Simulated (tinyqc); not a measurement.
Inside a calculation. Method: geometry optimisation on the UHF/sto-3g surface (energies and gradients from PySCF), for LiH, spin multiplicity 3. One step of it, computed by the program tinyqc.

Task: Step 1: move. Quasi-Newton step p = -H^(-1) g (first H = 1 times the unit matrix); steps longer than 0.1 bohr are cut back.

positions at the start (bohr):
```
            x         y         z
1Li  0.000000  0.000000  0.000000
2H   0.000000  0.000000  2.594594
```

gradient (hartree/bohr):
```
              x           y            z
1Li  0.00000000  0.00000000   0.06132115
2H   0.00000000  0.00000000  -0.06132115
```

Give: positions after step 1.

Result:

positions after step 1 (bohr):
```
          x       y        z
1Li  0.0000  0.0000  -0.0613
2H   0.0000  0.0000   2.6559
```
